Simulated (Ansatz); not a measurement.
Reaction (SMILES): Cl (HCl) → HCl+ (doublet, bonded as Cl) + e-
B3LYP-D3(BJ)/def2-TZVP geometries, fixed; electronic energies without zero-point terms.
Largest species:
```xyz
2

Cl     0.0000     0.0000    -0.0712
H      0.0000     0.0000     1.2108
```

Effect of a fitting basis named in the input at PBE0/aug-cc-pV(T+d)Z with Ansatz (a first-principles code), against the last row, where the adiabatic ionisation energy is 12.68 eV. Open shells are unrestricted. The default fits or decomposes integrals by the program's own choice; accuracy: high also tightens integrals, grids and stops.

```csv
setting,largest shift of a total energy (mEh),shift of the adiabatic ionisation energy (eV)
fitting: def2-SV(P)-JKFIT,-0.021,0.000
fitting: def2-universal-JKFIT,-0.021,0.000
fitting: cc-pVTZ-JKFIT,-0.009,0.000
fitting: cc-pVQZ-JKFIT,-0.007,0.000
fitting: cc-pV5Z-JKFIT,-0.007,0.000
accuracy: high,-0.006,0.000
accuracy: medium (default),0.000,0.000
```

Within 0.002 eV in the adiabatic ionisation energy: fitting: def2-SV(P)-JKFIT; fitting: def2-universal-JKFIT; fitting: cc-pVTZ-JKFIT; fitting: cc-pVQZ-JKFIT; fitting: cc-pV5Z-JKFIT; accuracy: high. The largest shift is 0.021 mEh in a total energy and 0.000 eV in the difference.
